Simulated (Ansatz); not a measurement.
Two isomers of C3H5NO: A = `C=C(O)C=N`, B = `C=CC(N)=O`.

Isolated molecules relaxed with PBE0-D4/def2-TZVP in Ansatz; ΔE leaves out vibrations. CCSD(T)/CBS adds triple-zeta CCSD(T) − MP2 to the extrapolated MP2 energy (def2 sets, frozen cores). Functionals use def2-TZVPP. B3LYP here is the variant with VWN-RPA as its local correlation; programs differ in this. One conformer a species, not always the lowest.

**Question.** Which is lower in electronic energy at CCSD(T)/CBS, and by how much? (An estimate is asked.)

**Answer.** Computed: B, by 16.3 kcal/mol.

**Question.** Give E(B) − E(A) in kcal/mol with B3LYP, r2SCAN-D4, MP2/def2-TZVPP, B3LYP-D4, CCSD/def2-TZVPP, LDA (SPW92), CCSD(T)/def2-SVP. (An estimate is asked.)

**Answer.** The calculation gave: B3LYP -17.7, r2SCAN-D4 -17.4, MP2/def2-TZVPP -17.0, B3LYP-D4 -17.5, CCSD/def2-TZVPP -16.8, LDA (SPW92) -15.2, CCSD(T)/def2-SVP -18.1. None reverses the order clearly.

**Question.** Does the order hold for the free energy at 298.15 K (harmonic terms from PBE0-D4)? (Estimate.)

**Answer.** Computed: Yes: G(B) − G(A) = -17.3 kcal/mol, for one conformer each.

Largest T1 diagnostic: 0.015.

Leaving LDA and LC-ωPBE aside and taking each functional with its dispersion term where it has one, the values, not all of them listed here, spread over 2.5 kcal/mol, from BHLYP-D4 to PBE-D4. LDA lies +1.2 kcal/mol from PBE without D4. In def2-TZVPP, CCSD(T) changes the Hartree–Fock value by +5.2 kcal/mol (the triples alone add +0.7 kcal/mol) and MP2 by +4.3 kcal/mol.
